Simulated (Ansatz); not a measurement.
# Strength of the C–O bond: C2H2O → C2H + OH

Species: C2H2O (ethynol) `C#CO`, singlet; C2H `[C]#C`, doublet; OH, doublet. 

Shapes, held fixed at every level: PBE0-D4/def2-TZVP. Programs: Ansatz 0.2.0. The zero-point and thermal change to 298 K, harmonic and unscaled (PBE0-D4/def2-TZVP), is -16.2 kJ/mol.

(1) Estimate ΔH(298 K) of this reaction.

Results:

(1) B2PLYP/def2-TZVPP gives ΔH(298 K) = +518.4 kJ/mol; the levels span +327.6 to +531.5. The median of the levels is +501.5. Hartree–Fock misses the correlation of the pair that is broken and comes out low. No measured value is set beside it here. Spin contamination: C2H (⟨S²⟩ up to 1.11). Open shells run unrestricted unless RO is named. Times are processor times on shared x86 and Arm servers, and rough.

```tsv
level	kind	ΔH(298 K) (kJ/mol)	CPU time (sum over the molecules)
HF/def2-SVP	Hartree–Fock	+338.1	–
HF/def2-TZVPP	Hartree–Fock	+327.6	–
r2SCAN-D4/def2-TZVPP	meta-GGA	+507.7	9.4 s
B3LYP-D4/def2-TZVPP	global hybrid	+517.2	6 s
BHLYP-D4/def2-TZVPP	global hybrid	+491.7	5.7 s
r2SCAN0-D4/def2-TZVPP	global hybrid	+495.3	8.9 s
wB97X-V/def2-TZVPP	range-separated hybrid	+531.5	16 s
B2PLYP/def2-TZVPP	double hybrid	+518.4	6.1 s
```
